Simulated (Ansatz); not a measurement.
Geometry optimisation, Ansatz, RKS PBE0-D4/def2-SVP.

Input file:

```yaml
crystal:
  periodic: [false, false, false]
  atoms:
    - { symbol: B, position_ang: [0.0, 0.0, 0.0] }
    - { symbol: H, position_ang: [0.7533, 0.0, 1.1682] }
    - { symbol: F, position_ang: [1.5135, 0.0, 0.1406] }
    - { symbol: C, position_ang: [-1.3856, 0.0, -0.8] }
    - { symbol: H, position_ang: [-1.9458, -0.9305, -0.5708] }
    - { symbol: H, position_ang: [-1.9898, 0.8797, -0.4946] }
    - { symbol: H, position_ang: [-1.1839, 0.0508, -1.8903] }
basis:
  gaussian: { orbitals: def2-SVP }
hamiltonian:
  xc: pbe0
  dispersion: d4
relax:
  f_tol: 0.15
  max_steps: 25
  restrain:
    - { distance: [1, 2], at: 2.12, k: 30.0 }
    - { distance: [0, 1], at: 1.19, k: 30.0 }
    - { distance: [0, 2], at: 1.32, k: 30.0 }
output:
  orbitals: {}
```

Launched with:

```bash
$ ansatz run input.yaml --threads 1 --pin off --max-ram 2048MiB --backend cpu --events-out ev --progress --plain --runs-dir out
```

**Question.** Where does it end, and by what steps?

**Answer.** The forces met the threshold. The restraints hold the end off the free minimum. After 6 steps the energy has fallen by 4.984 eV (the restraints' own energy left out); F3 moved furthest, 0.64 Å.

| step | energy less start (eV) | largest force component (eV/Å) | accepted |
| --- | --- | --- | --- |
| 0 | 0.0000 | 6.449 | yes |
| 1 | -2.4936 | 3.914 | yes |
| 2 | -3.9168 | 3.245 | yes |
| 3 | -4.7614 | 1.336 | yes |
| 4 | -4.9719 | 0.524 | yes |
| 5 | -4.9791 | 0.407 | yes |
| 6 | -4.9843 | 0.397 | yes |

```xyz
7
Properties=species:S:1:pos:R:3
B 0.121 0.002 0.122
H 0.153 0.008 1.320
F 1.304 -0.012 -0.468
C -1.191 0.005 -0.718
H -1.773 -0.905 -0.489
H -1.832 0.847 -0.410
H -1.020 0.056 -1.803
```

Time of the run: 14 s on 1 thread of Arm Neoverse V1, with other jobs on the host, peak memory 0.13 GiB.
